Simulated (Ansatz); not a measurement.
We consider rock-salt HfN, described by LDA (PAW; Ansatz, a first-principles code).

Settings: plane-wave cutoff 500 eV, 16×16×16 k mesh, Fermi–Dirac smearing 0.05 eV, scalar-relativistic PAW data made under PBE.

Computed at the level's own relaxed cell.

Problem. Estimate the volume per atom and lattice constant a that the calculation returns.

Solution. 
volume per atom: 11.15 Å³/atom
lattice constant a: 4.468 Å

Measured, for comparison: equilibrium volume per atom 11.57 Å³/atom, lattice constant a 4.524 Å (room temperature, not corrected to a static lattice; as tabulated in Seo, Lee, Wen, Petrov, Greene, Gall, J. Appl. Phys. 96, 878 (2004)). Computed (rounded) less measured: equilibrium volume per atom -3.6 %, lattice constant a -1.2 %. A static lattice is as a rule a little smaller and stiffer than an uncorrected measurement, which narrows the difference in the lattice constant a and would widen misses of the other sign.

Spin–orbit coupling is not included.

Static lattice: no zero-point or thermal effects.
